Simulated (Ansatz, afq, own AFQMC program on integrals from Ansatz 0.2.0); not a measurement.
# SiH₄ (singlet): AFQMC on the coupled-cluster ladder at distance Si1–H5 = 1.485 Å, 6-31G

An exercise on one series of results from a longer session: the logs are not shown, and one member is left open.

Program: Ansatz 0.2.0, Gaussian basis, and an in-house AFQMC program (afq) on its integrals; all values are calculated. Level of theory: 6-31G, frozen cores. These are calculated values, not measurements.

The runs, in order: Full CI; PBE (unrestricted); r2SCAN (unrestricted); CCSD(T) on RHF; PBE0 (unrestricted); B3LYP (unrestricted); Full CI; wB97M-V (unrestricted); B2PLYP (unrestricted); CCSDT(Q) on RHF; CCSDTQ on RHF; Phaseless AFQMC, CISD trial on RHF; Phaseless AFQMC, single-determinant trial on RHF; Free-projection AFQMC, CISD trial on RHF; Phaseless AFQMC, single-determinant trial on RHF; UHF.

4 further runs of the same task are left out: 4 that didn't finish.

**What is computed**

The geometry derives from a PBE0/def2-TZVP stationary point (not a proven minimum). One bond is set to the value named and the two fragments are kept rigid.

5 atoms, charge 0, spin multiplicity 1.

Atoms are counted from 1 here; the program's logs count them from 0.

Bond lengths: Si1–H2 1.485 Å, Si1–H3 1.485 Å, Si1–H4 1.485 Å, Si1–H5 1.485 Å. Angles: H2–Si1–H3 109.5°, H2–Si1–H4 109.5°, H2–Si1–H5 109.5°, H3–Si1–H4 109.5°, H3–Si1–H5 109.5°, H4–Si1–H5 109.5°.

The first run:

File in.yaml:

```yaml
crystal:
  periodic: [false, false, false]
  atoms:
    - {symbol: Si, position_ang: [0.000000, 0.000000, 0.000000]}
    - {symbol: H, position_ang: [0.855850, 0.858745, 0.856831]}
    - {symbol: H, position_ang: [-0.859551, -0.854424, 0.857445]}
    - {symbol: H, position_ang: [-0.854730, 0.855535, -0.861149]}
    - {symbol: H, position_ang: [0.858431, -0.859856, -0.853127]}
basis:
  gaussian: {orbitals: 6-31G}
correlation: {method: fci, electrons: outside_noble_gas}
```

Run with:

```sh
$ ansatz run in.yaml --threads 1 --pin off --events-out ev --progress --plain --max-ram 16896MiB --backend cuda --devices 0, --max-vram 18GiB
```

Among the steps run: Full CI; PBE (unrestricted); r2SCAN (unrestricted); CCSD(T) on RHF; PBE0 (unrestricted); B3LYP (unrestricted); wB97M-V (unrestricted); B2PLYP (unrestricted); CCSDT(Q) on RHF; CCSDTQ on RHF; Phaseless AFQMC, CISD trial on RHF; Phaseless AFQMC, single-determinant trial on RHF; Free-projection AFQMC, CISD trial on RHF; Phaseless AFQMC, single-determinant trial on RHF (settings varied); UHF.

One table of the session follows, with a row left open; its other results are not shown here.

It belongs to the step «AFQMC on the ladder». On the RHF determinant, counted from full CI (exact for this spin and basis):

```
                                                              level  from full CI (kcal/mol)
                                                                 HF                   +54.05
                                                                MP2                   +15.44
                                                               CCSD                    +0.74
                                                            CCSD(T)                        ?
                                                           CCSDT(Q)                     0.00
                                                             CCSDTQ                     0.00
                                                            full CI                     0.00
              Phaseless AFQMC, CISD trial, step 0.005, 4000 walkers                    +0.01
Phaseless AFQMC, single-determinant trial, step 0.005, 4000 walkers                    -0.32
         Free-projection AFQMC, CISD trial, step 0.03, 4000 walkers                     0.00
   Phaseless AFQMC, single-determinant trial, step 0.02, 40 walkers                    -0.65
```

Estimate the missing values for CCSD(T).

As computed: from full CI (kcal/mol): +0.21. In the column «from full CI (kcal/mol)» it lies between Phaseless AFQMC, CISD trial, step 0.005, 4000 walkers (+0.01) and CCSD (+0.74).

Limits of these values: On RHF the phaseless walk with the CISD trial lies +0.01 kcal/mol from full CI, within three error bars.
